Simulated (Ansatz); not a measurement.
Energy needed to pull apart CH$_{5}$AlS (SMILES C[S][AlH2]), singlet, into free ground-state atoms, from the structure below (displaced at random from its PBE0-D4/def2-TZVP minimum); no zero-point or spin–orbit terms; open-shell atoms are treated unrestricted, in their ground-state multiplicity.

C1  (-0.776, 1.056, -0.424)
S2  (-1.058, -0.559, 0.359)
Al3  (0.894, -1.450, 0.613)
H4  (-1.179, 1.091, -1.370)
H5  (0.306, 1.008, -0.859)
H6  (-0.929, 2.035, 0.081)
H7  (2.140, -0.862, -0.095)
H8  (0.904, -2.741, 1.294)
(Å)

Ansatz 0.2.0; basis: def2-TZVPP; cores frozen in the correlated methods.

```
   method  atomization energy (kcal/mol)
   PBE-D4                              ?
r2SCAN-D4                          589.8
  PBE0-D4                          584.9
  wB97M-V                          590.9
       HF                              ?
      MP2                          575.0
     CCSD                          565.8
  CCSD(T)                          573.1
```

What does HF give? (An estimate is asked for; the value comes from the calculation.)

By the calculation: 436.6 kcal/mol, which is about 136.5 kcal/mol less than CCSD(T)/def2-TZVPP.

What does PBE-D4 give? (To be estimated.)

By the calculation: 589.8 kcal/mol, which is about 16.8 kcal/mol more than CCSD(T)/def2-TZVPP.

In triple zeta the MP2 and coupled-cluster atomization energies are still short of their basis limit by a few kcal/mol a bond, whereas those of the functionals are nearly converged, so these differences are not deviations from converged CCSD(T).

T1 diagnostic: at most 0.011.

For scale, one of the runs: CCSD(T)/def2-TZVPP forces, 185 basis functions (an equivalent command: `ansatz run in.yaml --threads 2`). Hardware: 2 CPU threads, shared host. Wall time 2.2 min; peak host memory 3.2 GiB.
